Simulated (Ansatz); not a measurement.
## Worked example: correlation energy of BH2, doublet

Geometry: a point of a stretch scan, not a stationary point.

```xyz
3

B     0.0000   -0.0944    0.0304
H     0.0000    0.5975   -1.4333
H     0.0000    0.4147    1.1074
```

Basis aug-cc-pVTZ; Ansatz 0.2.0. Only valence electrons are correlated (noble-gas cores frozen), which leaves 5 electrons in 91 orbitals. Prefix R: restricted or restricted open-shell reference; prefix U: unrestricted.

Full CI is exact within this basis and frozen core; it isn't the basis-set limit. The frozen core follows each run's orbitals, which can shift R against U totals by a few meV.

Runs differ by some tens of microhartree through their thresholds and, for an open shell, their frozen cores, so steps under 0.1 kcal/mol mean nothing.

```csv
level,total energy (hartree)
UHF,-25.712666
UMP2,-25.797580
UCCSD,-25.818890
UCCSD(T),-25.821501
UCCSDT,-25.822165
UCCSDT(Q),-25.822211
full CI,-25.822208
```

**Question.** What is the correlation energy at full CI, and what share of it do UMP2 and UCCSD recover?

**Answer.** E(corr) = -25.822208 − (-25.712666) = -0.109542 hartree = -2.981 eV. UMP2: -0.084914 / -0.109542 = 77.52 %. UCCSD: -0.106224 / -0.109542 = 96.97 %.

**Question.** By how many kcal/mol does UCCSD(T) miss full CI (1 hartree = 627.509 kcal/mol), and which steps make up the rest?

**Answer.** -25.821501 − (-25.822208) = 0.000707 hartree = 0.44 kcal/mol. Steps: UCCSDT − UCCSD(T) = -0.42, UCCSDT(Q) − UCCSDT = -0.03, full CI − UCCSDT(Q) = 0.00 kcal/mol. That is within 1 kcal/mol of the reference in this basis, which itself misses far more of the correlation at the basis-set limit.
